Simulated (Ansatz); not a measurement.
Energy needed to pull apart BH$_{2}$O$_{2}$ (SMILES [O]BO), doublet, into free ground-state atoms, from the structure below (displaced at random from a GFN2-xTB minimum); no zero-point or spin–orbit terms; open-shell atoms are treated unrestricted, in their ground-state multiplicity.

```
5
angstrom
O -0.2939 -1.4081 -0.3909
B -0.2595 -0.1619 -0.1711
O 0.5134 0.7809 0.3978
H -1.3229 0.3547 -0.5602
H 1.3399 0.4372 0.7381
```

Program: Ansatz 0.2.0. Basis: def2-TZVPP. Cores are frozen in the correlated methods; orbitals are unrestricted.

```
    method  atomization energy (kJ/mol)
    PBE-D4                            ?
 r2SCAN-D4                         1969
    B97M-V                         1952
   PBE0-D4                         1936
r2SCANh-D4                         1943
   wB97M-V                         1943
        HF                         1381
       MP2                         1908
      CCSD                            ?
   CCSD(T)                         1865
```

**Question.** What does PBE-D4 give? (Judge from chemistry; the value comes from the calculation.)

**Answer.** Computed: 2011 kJ/mol, which is about 147 kJ/mol more than CCSD(T)/def2-TZVPP.

**Question.** What does CCSD give? (An estimate is asked for; the value comes from the calculation.)

**Answer.** The calculation gives: 1832 kJ/mol, which is about 33 kJ/mol less than CCSD(T)/def2-TZVPP.

In triple zeta the MP2 and coupled-cluster atomization energies are still short of their basis limit by a few kcal/mol a bond, whereas those of the functionals are nearly converged, so these differences are not deviations from converged CCSD(T).

The T1 diagnostic stays at or below 0.032. ⟨S²⟩ of the unrestricted Hartree–Fock references: 0.76 (a pure state has 0.75).

For scale, one of the runs: CCSD(T)/def2-TZVPP forces, 121 basis functions (an equivalent command: `ansatz run in.yaml --threads 4`). Time: 58 s of wall clock on 4 CPU threads; the host was shared. Peak host memory: 2.2 GiB.
